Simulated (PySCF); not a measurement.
## LiC: from constants to spectrum

PBE0 constants of LiC, ⁴Σ⁻ (quartet), unpaired electrons σ ↑, π ↑↑ (PySCF, no relativity, basis sets Li def2-TZVP, C def2-TZVP; masses 7.0160 and 12.0000 u):

```
ωe              : 703.5 cm⁻¹
ωexe            : 6.35 cm⁻¹
Be              : 1.0835 cm⁻¹
αe              : 0.0154 cm⁻¹
D (centrifugal) : 1.03e-05 cm⁻¹
De to Li + C    : 2.64 eV
```

(1) Give the vibrational terms G(v) and spacings up to v = 6.

(2) How well does the Morse estimate ωe²/(4ωexe) reproduce De, and what is D0?

The state is the lowest determinant that a PBE0 search found; another state may lie lower at other levels.

Answers

(1) G(v) = ωe(v+½) − ωexe(v+½)².

```
v  G(v) (cm⁻¹)  G(v) − G(v−1)  Bv (cm⁻¹)
0        350.2                     1.076
1       1041.0          690.8      1.060
2       1719.1          678.1      1.045
3       2384.5          665.4      1.030
4       3037.2          652.7      1.014
5       3677.2          640.0      0.999
6       4304.5          627.3      0.983
```

(2) It gives 2.42 eV, 92 % of the computed De. D0 = De − G(0) = 2.64 − 0.04 = 2.60 eV.
